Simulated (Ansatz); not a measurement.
Reaction (SMILES): C(F)F + 2 [H][H] (H2) → C (CH4) + 2 F (HF)
B3LYP-D3(BJ)/def2-TZVP geometries, fixed; electronic energies without zero-point terms.
Largest species:
```xyz
5

C      0.0044     0.0053     0.5043
F     -0.0170     1.1024    -0.3021
F      0.0119    -1.1085    -0.2792
H     -0.9025    -0.0002     1.1113
H      0.9218     0.0234     1.0951
```
Charge 0, spin multiplicity 1.

Basis-set convergence of the energy of full hydrogenation at MP2 with Ansatz (a program for electronic structure). All functions are spherical. Cores are frozen. No added dispersion term, no relativity. Functions are those of the species that has most. Reference: Hartree-Fock in aug-cc-pVQZ plus the correlation part extrapolated as X^-3 from aug-cc-pVTZ and aug-cc-pVQZ, -49.07 kcal/mol, itself unsure by roughly 0.08 kcal/mol (a third of the extrapolation step and of the last Hartree-Fock step). Deviations are taken from unrounded values.

```
basis            functions
---------------  ---------
cc-pVDZ                 52
aug-cc-pVDZ             87
cc-pVTZ                118
jun-cc-pV(T+d)Z        145
aug-cc-pVTZ            184
cc-pVQZ                225
aug-cc-pVQZ            332
cc-pV5Z                383
```

Which is the smallest correlation-consistent set listed that can be trusted to 1 kcal/mol here, that is, within that of the reference together with its larger relatives (same family, alike in diffuse functions; a set with none to test it counts only in the reference's own line)?

The smallest set listed that lies within 1 kcal/mol of the reference with all its larger relatives (same family, alike in diffuse functions; a set with none counts only in the reference's own line) is jun-cc-pV(T+d)Z (145 functions, -0.24 kcal/mol off). Value minus reference: cc-pVDZ 5.47, aug-cc-pVDZ -2.62, cc-pVTZ 2.61, jun-cc-pV(T+d)Z -0.24, aug-cc-pVTZ 0.37, cc-pVQZ 0.79, aug-cc-pVQZ 0.09, cc-pV5Z 0.23 kcal/mol.
